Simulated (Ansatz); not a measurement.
Relaxation of H₇NOSi (10 atoms, charge 0, multiplicity 1), to a largest force component of 0.03 eV/Å in at most 50 steps.

Level of theory: Ansatz, RKS PBE0-D4/def2-SVP.

```xyz
10
Properties=species:S:1:pos:R:3:forces:R:3
Si -0.406 0.042 -0.593 -0.14 -0.13 -0.25
H 0.143 1.238 1.730 1.33 1.27 -0.08
N 1.220 -0.385 -0.248 0.00 -0.05 0.00
H 1.677 -1.124 -0.767 0.03 0.01 0.00
H 1.717 -0.136 0.596 0.01 0.00 0.01
H -0.633 1.507 -0.646 -0.01 0.00 0.03
H -0.647 -0.568 -1.937 0.00 -0.01 -0.02
O -1.561 -0.509 0.493 -0.03 -0.08 -0.12
H -1.619 -1.465 0.584 0.00 0.02 -0.01
H -0.383 0.769 1.867 -1.20 -1.04 0.45
```

Question: Where does it end, and by what steps?

Answer: It converged. The force dipped under the threshold on the way, but the program's further checks kept it going. After 16 steps the energy has fallen by 0.192 eV; H2 moved furthest, 1.42 Å.

| step | energy less start (eV) | largest force component (eV/Å) | accepted |
| --- | --- | --- | --- |
| 0 | 0.0000 | 1.330 | yes |
| 1 | -0.1090 | 0.147 | yes |
| 2 | -0.1466 | 0.148 | yes |
| 3 | -0.1651 | 0.126 | yes |
| 4 | -0.1716 | 0.221 | yes |
| 5 | -0.1782 | 0.204 | yes |
| 6 | -0.1819 | 0.129 | yes |
| 7 | -0.1807 | 0.382 | no |
| 8 | -0.1824 | 0.238 | yes |
| 9 | -0.1862 | 0.014 | yes |
| 10 | -0.1875 | 0.177 | yes |
| 11 | -0.1890 | 0.068 | yes |
| 12 | -0.1903 | 0.023 | yes |
| 13 | -0.1907 | 0.156 | yes |
| 14 | -0.1916 | 0.035 | yes |
| 15 | -0.1918 | 0.021 | yes |
| 16 | -0.1921 | 0.014 | yes |

```xyz
10
Properties=species:S:1:pos:R:3
Si -0.363 -0.054 -0.926
H -0.225 1.071 3.094
N 1.285 -0.420 -0.608
H 1.669 -1.343 -0.764
H 1.861 0.134 0.014
H -0.511 1.363 -1.344
H -0.770 -1.014 -1.997
O -1.406 -0.165 0.379
H -1.484 -1.033 0.787
H -0.546 0.832 2.444
```

Whether the end is a true minimum wasn't checked by a vibrational analysis.

Time of the run: 33 s on 2 threads of Intel(R) Xeon(R) Platinum 8175M CPU @ 2.50GHz (Skylake/Cascade Lake), on a shared host, peak memory 0.16 GiB.
